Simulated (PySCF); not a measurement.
Excitations are Tamm–Dancoff values on a coarser integration grid. The basis has no diffuse functions, so Rydberg states are missing or too high.

Cartesian coordinates (Å):
SMILES: F[Si](F)(F)F
```xyz
5

F      1.4768    -0.4605    -0.2150
Si     0.0000     0.0000     0.0000
F     -0.0513     1.5582     0.0915
F     -0.8751    -0.4800    -1.2012
F     -0.5503    -0.6177     1.3247
```
Charge 0, spin multiplicity 1.

Task: What dipole moment, LUMO, S1 excitation (TDA), brightest of the four lowest singlets (TDA) and HOMO–LUMO gap does PBE0-D3(BJ)/def2-TZVP in PySCF give?

Result: 
The dipole moment is 0.00 D, the LUMO comes out as 0.52 eV and the S1 excitation (TDA) comes out as 11.45 eV. The brightest of the four lowest singlets (TDA) is 12.70 eV. The HOMO–LUMO gap is 13.30 eV.
